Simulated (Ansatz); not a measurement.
A nudged elastic band was laid between two geometries of C3H5N (9 atoms, charge 0, multiplicity 1).

Level of theory: RKS PBE0-D4/STO-3G in Ansatz 0.2.0.

```yaml
movable_images: 5
climbing_image: yes
spring: 5.0 eV/Å²
optimiser: quadratic models (default)
start_path: through a guess of the saddle point
force_threshold: 0.03 eV/Å
iteration_limit: 60
end_points: relaxed
```

Image 0:

```xyz
9
Properties=species:S:1:pos:R:3
C -0.195 1.403 -0.572
C 0.039 0.392 0.273
C 0.021 -1.037 -0.145
N 0.238 -2.091 0.607
H -0.416 1.223 -1.629
H -0.177 2.448 -0.247
H 0.259 0.587 1.331
H -0.202 -1.218 -1.210
H 0.434 -1.708 1.592
```

Image 6:

```xyz
9
Properties=species:S:1:pos:R:3
C -0.211 1.444 -0.633
C 0.046 0.565 0.342
C 0.071 -0.903 0.118
N 0.331 -1.712 1.121
H -0.417 1.118 -1.657
H -0.226 2.523 -0.452
H 0.252 0.895 1.368
H -0.138 -1.226 -0.921
H 0.293 -2.704 0.715
```

**Question.** What changes between the two ends?

**Answer.** No bond is made or broken. The dihedral C2–C3–N4–H9 changes from 0 to -180° by way of a nearly straight angle C3–N4–H9 (up to 179°), not by a turn about the bond.

**Question.** Give the energies along the band, and the barrier.

**Answer.** The forces met the threshold. The highest image is number 3 of 0 to 6, 40.6 kcal/mol above the first end and 40.0 kcal/mol above the last; the last end lies 0.6 kcal/mol above the first. A vibrational analysis at the climbing image gives one clearly imaginary mode, 1200i cm⁻¹: a first-order saddle point. Limits of this set-up: minimal basis.

```
image  path coordinate (Å)  energy (kcal/mol)  angle C3–N4–H9 (°)
    0                 0.00                0.0                 106
    1                 0.41                2.7                 112
    2                 0.81               17.8                 135
    3                 1.22               40.6                 179
    4                 1.57               22.8                 142
    5                 1.91                4.0                 116
    6                 2.25                0.6                 106
```

**Question.** What is the geometry of the highest image?

**Answer.** 
```xyz
9
Properties=species:S:1:pos:R:3:forces:R:3
C -0.171 1.468 -0.638 0.00 0.00 0.00
C 0.067 0.538 0.289 0.00 0.00 0.01
C 0.001 -0.945 -0.025 0.01 0.00 -0.01
N 0.218 -1.867 0.790 -0.03 -0.01 0.01
H -0.426 1.187 -1.665 0.00 0.00 0.00
H -0.126 2.541 -0.425 0.00 0.00 0.00
H 0.323 0.813 1.320 0.00 0.00 0.00
H -0.268 -1.121 -1.102 0.00 0.00 0.00
H 0.382 -2.614 1.456 0.02 0.00 0.00
```

**Question.** What are the harmonic wavenumbers there?

**Answer.** 1200i, 152, 315, 584, 623, 640, 960, 989, 1020, 1128, 1207, 1394, 1523, 1579, 1843, 1954, 3214, 3433, 3500, 3590, 4076 cm⁻¹.

The run took 3 min on 1 thread of Intel(R) Xeon(R) Processor @ 2.50GHz (Skylake/Cascade Lake) (shared host), peak memory 0.098 GiB.
